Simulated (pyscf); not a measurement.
Thermochemistry of product channels of `[CH3][CH2][O][SiH3]` + `[H]` [doublet] on the doublet surface, in kcal/mol, from CCSD(T)/def2-TZVPP + ΔMP2(QZVPP) energies (ideal gas, 1 atm, RRHO with modes under 100 cm⁻¹ raised to 100, one conformer, R ln 2 for chiral ones without a mode under 150 cm⁻¹). Structures and frequencies: ωB97X-D3(BJ)/def2-SVP in PySCF. MP2 and CC: frozen core, UHF for open shells. ΔMP2 is the change of the MP2 total energy from the triple- to the quadruple-zeta basis.

```csv
products,ΔE,ΔH(298 K),ΔG(298 K),ΔG(900 K)
`[CH2][CH3]` [doublet] + `[OH][SiH3]`,-25.2,-24.1,-29.5,…
`[CH3][CH3]` + `[OH][SiH2]` [doublet],-36.3,-32.0,-35.8,…
```

Question: Some entries are withheld; supply them.

Answer: 
- `[CH2][CH3]` [doublet] + `[OH][SiH3]`, ΔG(900 K): -40.0
- `[CH3][CH3]` + `[OH][SiH2]` [doublet], ΔG(900 K): -42.2

These are energies of the channels, which say nothing of barriers. H₃C–CH₂–O–SiH₃ lies 18.1 kcal/mol over its isomer H₃C–CH₂–SiH₂–OH (electronic energy, ωB97M-D3(BJ)). The CCSD(T) − MP2 part came from Ansatz, without density fitting, on the same reference.
